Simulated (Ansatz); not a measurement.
Reaction (SMILES): [N]=O (N-O) → NO+ (singlet, bonded as [N]=O) + e-
B3LYP-D3(BJ)/def2-TZVP geometries, fixed; electronic energies without zero-point terms.

The adiabatic ionisation energy at CCSD(T) with Ansatz (a first-principles code), in eV, split into its Hartree-Fock and correlation parts. Cores are frozen. Open shells are unrestricted. No added dispersion term, no relativity. Functions are those of the species that has most.

```json
[
 {"basis": "cc-pVDZ", "X": "2", "functions": "28", "Hartree-Fock": "9.055", "CCSD(T)": "8.808"},
 {"basis": "cc-pVTZ", "X": "3", "functions": "60", "Hartree-Fock": "8.999", "CCSD(T)": "9.072"},
 {"basis": "cc-pVQZ", "X": "4", "functions": "110", "Hartree-Fock": "8.987", "CCSD(T)": "9.153"},
 {"basis": "cc-pV5Z", "X": "5", "functions": "182", "Hartree-Fock": "8.990", "CCSD(T)": "9.190"}
]
```

Worked estimate of the basis-set limit from each neighbouring pair, with Hartree-Fock from the larger set and the correlation part extrapolated as X^-3.
Correlation parts: X = 2: -0.247, X = 3: 0.073, X = 4: 0.166, X = 5: 0.200.
- (2,3): (27·(0.073) - 8·(-0.247))/19 = 0.208; with Hartree-Fock 8.999 the estimate is 9.207 eV.
- (3,4): (64·(0.166) - 27·(0.073))/37 = 0.234; with Hartree-Fock 8.987 the estimate is 9.221 eV.
- (4,5): (125·(0.200) - 64·(0.166))/61 = 0.236; with Hartree-Fock 8.990 the estimate is 9.226 eV.
The last two estimates differ by 0.005 eV; the largest set lies 0.036 from the last. Over the last step Hartree-Fock moves by 0.003 and the correlation part by 0.034.
